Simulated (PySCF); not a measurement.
# Dipole moment and polarisability across levels of theory

AlFH5N.
Geometry (PBE0-D3(BJ)/def2-SVP, Å), atoms numbered from 1 in this order:
```xyz
8
AlFH5N angstrom
N     -0.979    0.128   -0.029
Al     1.074    0.109    0.120
F      1.237    1.756    0.464
H     -1.400    0.448    0.844
H     -1.275    0.773   -0.764
H     -1.375   -0.788   -0.246
H      1.474   -0.328   -1.365
H      1.276   -0.877    1.362
```

PySCF, dipoles from the SCF density, polarisabilities from static response with core orbitals frozen. Geometry: PBE0-D3(BJ)/def2-SVP; no solvent, vibrations or thermal averaging.

Compare the levels for these properties.

| level | μ (D) | α (au) | anisotropy (au) |
| --- | --- | --- | --- |
| LDA/def2-SVPD | 5.659 | 44.01 | 4.77 |
| PBE/def2-SVPD | 5.606 | 43.07 | 4.55 |
| B3LYP/def2-SVPD | 5.666 | 40.96 | 4.02 |
| PBE0/def2-SVPD | 5.687 | 40.64 | 4.03 |
| BHandHLYP/def2-SVPD | 5.737 | 38.71 | 3.63 |
| CAM-B3LYP/def2-SVPD | 5.715 | 40.36 | 3.69 |
| HF/def2-SVPD | 5.825 | 36.37 | 3.21 |

The anisotropy is √(½[(α1 − α2)² + (α2 − α3)² + (α3 − α1)²]). The dipole runs from 5.61 D (PBE/def2-SVPD) to 5.82 D (HF/def2-SVPD). In one basis (def2-SVPD) the functionals order the polarisability from HF (lowest) to LDA (highest), a spread of 21%.

Without π bonds the low states are Rydberg-like; a valence basis with one diffuse set may place them up to an eV too high.
